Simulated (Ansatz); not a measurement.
## C₄H₇N, SMILES C=CCN=C: a geometry optimisation, step by step

Computed with Ansatz 0.2.0 through its Python package.

Typed at the interpreter:
```pycon
>>> from dataclasses import dataclass
>>> import ansatz as az
>>> import numpy as np
>>> @dataclass
... class RunConfig:
...     basis: str = "def2-SVP"
...     functional: str = "cam_b3lyp"
...
>>> settings = RunConfig()
>>> c4h7n = (
...     az.Crystal.molecule()
...     .atom("C", (-1.8686, 0.5298, 0.0372))
...     .atom("C", (-1.021, -0.5058, -0.023))
...     .atom("C", (0.2895, -0.4949, -0.7467))
...     .atom("N", (1.3605, -0.8019, 0.2023))
...     .atom("C", (1.9078, 0.2317, 0.7329))
...     .atom("H", (-1.6534, 1.4744, -0.4516))
...     .atom("H", (-2.8033, 0.4471, 0.5834))
...     .atom("H", (-1.2793, -1.4341, 0.4818))
...     .atom("H", (0.2765, -1.2739, -1.5172))
...     .atom("H", (0.4592, 0.4544, -1.271))
...     .atom("H", (2.7259, 0.1031, 1.4593))
...     .atom("H", (1.6062, 1.2701, 0.5125))
... )
>>> setup = c4h7n.calculation()
>>> setup = setup.basis(gaussian=settings.basis)
>>> setup = setup.functional(settings.functional)
>>> symbols = [site.symbol for site in c4h7n.cartesian_sites]
>>> start = np.array([site.position_ang for site in c4h7n.cartesian_sites], dtype=float)
>>> def progress(event):
...     if event["event"] == "relax_step":
...         row = event["data"]
...         print(f"step {row['step']:3d}  E = {row['lagrangian_ev']:.6f} eV  largest force component {row['allowed_force_max_ev_ang']:.4f} eV/A")
...
>>> report = setup.relax(force_tolerance=0.005, max_steps=100).session().plan().execute(on_event=progress).report
step   1  E = -5742.945077 eV  largest force component 1.6618 eV/A
step   2  E = -5742.988029 eV  largest force component 0.5874 eV/A
step   3  E = -5743.012525 eV  largest force component 0.2625 eV/A
step   4  E = -5743.023240 eV  largest force component 0.2361 eV/A
step   5  E = -5743.034830 eV  largest force component 0.4972 eV/A
step   6  E = -5743.044446 eV  largest force component 0.2343 eV/A
step   7  E = -5743.046323 eV  largest force component 0.5515 eV/A
step   8  E = -5743.051801 eV  largest force component 0.1446 eV/A
step   9  E = -5743.051279 eV  largest force component 0.2117 eV/A
step  10  E = -5743.052550 eV  largest force component 0.1091 eV/A
step  11  E = -5743.053261 eV  largest force component 0.0920 eV/A
step  12  E = -5743.054465 eV  largest force component 0.0379 eV/A
step  13  E = -5743.054657 eV  largest force component 0.0185 eV/A
step  14  E = -5743.054908 eV  largest force component 0.0285 eV/A
step  15  E = -5743.055056 eV  largest force component 0.0316 eV/A
step  16  E = -5740.672261 eV  largest force component 11.8750 eV/A
step  17  E = -5743.055164 eV  largest force component 0.0228 eV/A
step  18  E = -5743.055132 eV  largest force component 0.0253 eV/A
step  19  E = -5743.055186 eV  largest force component 0.0070 eV/A
step  20  E = -5743.055182 eV  largest force component 0.0158 eV/A
step  21  E = -5743.055194 eV  largest force component 0.0027 eV/A
>>> end = np.array(report["positions_ang"])
>>> print(f"E = {report['free_energy_ev']:.6f} eV = {report['free_energy_ev'] / 27.211386246:.7f} Ha")
E = -5743.055307 eV = -211.0533898 Ha
>>> print("converged:", report["converged"], " doubts:", report["published_state_doubts"] or "none")
converged: True  doubts: none
>>> print("final positions (A) and the move of each atom")
final positions (A) and the move of each atom
>>> for symbol, xyz, old in zip(symbols, end, start):
...     print(f"{symbol:2s} {xyz[0]:10.5f} {xyz[1]:10.5f} {xyz[2]:10.5f}   {np.linalg.norm(xyz - old):7.4f}")
...
C    -2.09140    0.43258   -0.07381    0.2672
C    -1.13345   -0.48478    0.01203    0.1196
C     0.24684   -0.33683   -0.56060    0.2479
N     1.25251   -0.67928    0.42265    0.2743
C     2.15806    0.15808    0.67455    0.2673
H    -1.92225    1.39335   -0.57004    0.3048
H    -3.08530    0.25981    0.34571    0.4136
H    -1.32282   -1.43330    0.52617    0.0622
H     0.35603   -1.05599   -1.39269    0.2633
H     0.38305    0.67956   -0.98243    0.3739
H     2.93289   -0.08196    1.41641    0.2810
H     2.22585    1.14877    0.18197    0.7127
>>> with open("c4h7n_opt.xyz", "w") as handle:
...     handle.write(f"{len(symbols)}\nrelaxed C4H7N\n")
...     handle.writelines(f"{s:2s} {x:11.6f} {y:11.6f} {z:11.6f}\n" for s, (x, y, z) in zip(symbols, end))
...
17
```

`c4h7n_opt.xyz`, as written:
```text
12
relaxed C4H7N
C    -2.091402    0.432578   -0.073813
C    -1.133453   -0.484775    0.012028
C     0.246842   -0.336831   -0.560600
N     1.252508   -0.679278    0.422645
C     2.158062    0.158075    0.674551
H    -1.922250    1.393346   -0.570042
H    -3.085305    0.259805    0.345712
H    -1.322825   -1.433298    0.526167
H     0.356026   -1.055989   -1.392693
H     0.383053    0.679559   -0.982433
H     2.932894   -0.081963    1.416410
H     2.225848    1.148772    0.181969
```

What to keep in mind:
- Total energies depend on the basis set; only differences at equal settings carry meaning.
- The end point is the stationary point reached from this start; no frequency run checks that it is a minimum, and the basis set is modest.
- It ran for 110 s on 1 thread of Arm Neoverse V1, on a shared host, peak memory 0.33 GiB.

(Lines on the test bed's own set-up are left out of the output.)
